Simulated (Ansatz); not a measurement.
Grey tin (α-Sn): PBE at its full settings (plane-wave cutoff 520 eV, 10×10×10 k mesh, Fermi–Dirac smearing 0.01 eV, scalar-relativistic PAW data made under PBE) and at cheaper ones, in a cell of 2 atoms with Γ-centred meshes.

| level and setting | lattice constant a (Å) | bulk modulus (GPa) |
|---|---|---|
| PBE (Ansatz) | 6.655 | 35.1 |
| PBE (2×2×2 k mesh) (Ansatz) | 7.119 | 23.5 |
| PBE (4×4×4 k mesh) (Ansatz) | 6.687 | 35.2 |
| PBE (6×6×6 k mesh) (Ansatz) | 6.657 | 36.1 |
| PBE (Fermi-Dirac smearing of 0.3 eV) (Ansatz) | 6.677 | 33.2 |

Largest shifts from the full settings: lattice constant a +6.97 % (PBE (2×2×2 k mesh)), against a difference of +2.75 % of the full result from the reference 6.477 Å (measured, static lattice: zero-point anharmonic expansion removed; as tabulated in Mejia-Rodriguez and Trickey (2018), arXiv:1807.09216); bulk modulus -33 % (PBE (2×2×2 k mesh)), against a difference of -18.0 % of the full result from the reference 42.8 GPa (measured, 0 K value with the zero-point phonon effect removed; as tabulated in Mejia-Rodriguez and Trickey (2018), arXiv:1807.09216).

The full settings aren't shown to be converged themselves.

Ansatz's density-functional and Hartree–Fock values are scalar-relativistic unless marked +SOC, with PAW data made under PBE.

Run with cheap settings on purpose, which may leave them unconverged: PBE (2×2×2 k mesh), PBE (4×4×4 k mesh), PBE (6×6×6 k mesh), PBE (Fermi-Dirac smearing of 0.3 eV).

Ansatz is a first-principles code.
